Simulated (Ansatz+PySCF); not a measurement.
Two shapes of doublet ClO₂.

Shape 1:

```xyz
3

Cl    0.0000    0.1376   -1.7237
O     0.0000   -0.5041    0.4531
O     0.0000    0.3665    1.2706
```

Shape 2:

```xyz
3

Cl    0.0000    0.1282   -1.6917
O     0.0000   -0.4994    0.4371
O     0.0000    0.3712    1.2546
```

Basis set: cc-pVTZ on O; cc-pV(T+d)Z on Cl (spherical functions). Left uncorrelated: 7 orbitals. Correlation on ROHF uses semicanonical orbitals with singles. Charge 0, multiplicity 2.

Computed with Ansatz (development build ahead of 0.2.0); each method stands on the lowest determinant of its kind that the runs found.

Question: Which shape is lower in energy, and by how much in each method?

Answer:

```
     method  E(2) − E(1) (eV)
       ROHF             0.094
        UHF             0.081
   ROHF-MP2             0.043
    UHF-MP2             0.059
UHF-CCSD(T)             0.018
```

Shape 1 is lower. Caution for ROHF, ROHF-MP2: an unrestricted determinant lies well below. Caution for UHF, UHF-MP2, UHF-CCSD(T): the unrestricted determinant is a mixture of spin states. Caution for ROHF-MP2, UHF-MP2: forces differ strongly between restricted and unrestricted references. Caution for ROHF-MP2: a plain start can end on a higher determinant. Caution for ROHF-MP2, UHF-CCSD(T): another reference gives a lower total.
